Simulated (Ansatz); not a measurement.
## Relaxing osmium (hcp)

All numbers below come from Ansatz 0.2.0, DFT, revPBE, plane waves (420 eV) with PAW, scalar-relativistic. The PAW files were generated under PBE, with cores re-solved for the functional.

k-point mesh 13×13×7, Fermi-Dirac smearing 0.1 eV, no spin polarisation. Cell and atoms relax.

Starting structure:

```
Os
1.0
     2.73520    0.00000    0.00000
    -1.36760    2.36875    0.00000
     0.00000    0.00000    4.31900
Os
2
Cartesian
  0.0000 1.5792 1.0797
  1.3676 0.7896 3.2393
```

Problem. What cell does the relaxation end in?

Solution. P6_3/mmc with a = 2.763 Å, c = 4.353 Å (c/a = 1.576); 14.39 Å³ per atom against 13.99 at the start (2.8 %).

Problem. How much energy does the relaxation gain?

Solution. 13.7 meV per atom.

Path of the relaxation (the plane waves are chosen anew near the end, which can shift the energy a little):

```
step  E − E(final) (meV/atom)  V (Å³/atom)  P (GPa)  max force (eV/Å)
   0                    13.70       13.991    11.43             0.000
   1                     0.41       14.430    -1.14             0.000
   2                     0.22       14.388    -0.06             0.000
   3                     0.22       14.386     0.00             0.000
   4                     0.00       14.386    -0.03             0.000
```
